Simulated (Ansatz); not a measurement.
Relaxation of C2H6N2O (11 atoms, charge 0, multiplicity 1), to a largest force component of 0.02 eV/Å in at most 50 steps.

Computed with Ansatz, UKS B3LYP-D4/def2-SVP.

```xyz
11
Properties=species:S:1:pos:R:3
N -0.765 1.042 0.317
C -0.028 -0.081 0.047
N -0.249 -1.065 1.045
C 0.615 -0.411 -1.296
O 1.334 0.195 -0.287
H -0.347 1.649 1.025
H -0.777 1.694 -0.510
H -1.121 -0.940 1.417
H 0.412 -0.855 1.878
H 2.171 0.693 -0.469
H 0.729 -1.462 -1.492
```

Question: Where does it end, and by what steps?

Answer: The run converged. The force dipped under the threshold on the way, but the program's further checks kept it going. After 31 steps the energy has fallen by 5.727 eV; H10 moved furthest, 1.45 Å. Parted: C2–O5.

| step | energy less start (eV) | largest force component (eV/Å) | accepted |
| --- | --- | --- | --- |
| 0 | 0.0000 | 7.260 | yes |
| 2 | -2.0424 | 2.133 | yes |
| 4 | -2.5107 | 2.191 | yes |
| 6 | -2.9466 | 1.068 | yes |
| 8 | -3.4939 | 1.545 | yes |
| 10 | -3.9498 | 1.392 | yes |
| 12 | -4.6453 | 1.437 | yes |
| 14 | -5.3153 | 1.642 | yes |
| 16 | -5.6907 | 0.751 | yes |
| 18 | -5.7220 | 0.279 | yes |
| 20 | -5.7248 | 0.110 | yes |
| 22 | -5.7258 | 0.135 | no |
| 24 | -5.7264 | 0.085 | yes |
| 26 | -5.7264 | 0.094 | no |
| 28 | -5.7270 | 0.023 | yes |
| 30 | -5.7270 | 0.017 | no |
| 31 | -5.7271 | 0.004 | yes |

```xyz
11
Properties=species:S:1:pos:R:3
N -0.664 1.162 0.349
C -0.063 -0.102 0.267
N -0.738 -1.135 0.932
C 1.052 -0.325 -0.462
O 1.799 0.751 -0.929
H -0.796 1.476 1.311
H -0.114 1.850 -0.161
H -1.640 -0.869 1.310
H -0.184 -1.684 1.579
H 1.883 0.671 -1.888
H 1.436 -1.335 -0.633
```

Time of the run: 97 s on 2 threads of Intel(R) Xeon(R) Platinum 8375C CPU @ 2.90GHz (Ice Lake), with other jobs on the host, peak memory 0.33 GiB.
